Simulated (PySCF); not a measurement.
Nitric acid, HNO3.
SMILES: `O=[N+]([O-])O`

All values: CAM-B3LYP/def2-SVPD (PySCF, non-relativistic), on one gas-phase PBE0-D3(BJ)/def2-SVP geometry that isn't relaxed in the solvent. The solvent is an IEF-PCM continuum (Bondi radii, 1.10 Å for H, scaled by 1.2), and excitations are vertical TDDFT with non-equilibrium linear response and a frozen core. The model holds no explicit solvent molecules, cavitation or dispersion.

Gas-phase singlets (H = HOMO, L = LUMO):

```
state  E (eV)  λ (nm)      f  leading configuration
   S1   4.898     253  0.000                H→L 99%
   S2   5.994     207  0.000              H-2→L 99%
   S3   7.473     166  0.164              H-1→L 78%
   S4   7.694     161  0.074              H-3→L 83%
   S5   8.613     144  0.019              H→L+1 84%
```

Give the list for benzene (ε = 2.271), n² = 2.25.

```csv
state,E (eV),λ (nm),f,leading configuration,change by rank (eV)
S1,4.922,252,0.000,H→L 99%,+0.024
S2,5.997,207,0.000,H-2→L 99%,+0.003
S3,7.352,169,0.220,H-1→L 84%,-0.121
S4,7.556,164,0.099,H-3→L 87%,-0.138
S5,8.803,141,0.017,H→L+1 86%,+0.190
```

How do the frontier levels move from gas to benzene?

```
orbital  gas (eV)  solvent (eV)  change (eV)
 LUMO+2      2.53          2.56        +0.03
 LUMO+1      0.70          1.05        +0.35
   LUMO     -1.08         -1.03        +0.05
   HOMO    -11.24        -11.20        +0.04
 HOMO-1    -11.71        -11.68        +0.03
 HOMO-2    -12.25        -12.20        +0.05
 HOMO-3    -12.76        -12.59        +0.17
```

The HOMO–LUMO gap goes from 10.15 to 10.17 eV.

Conformer computed: `[O:1]=[N+:2]([O-:3])[OH:4]`: H–O4–N2–O1 0°.
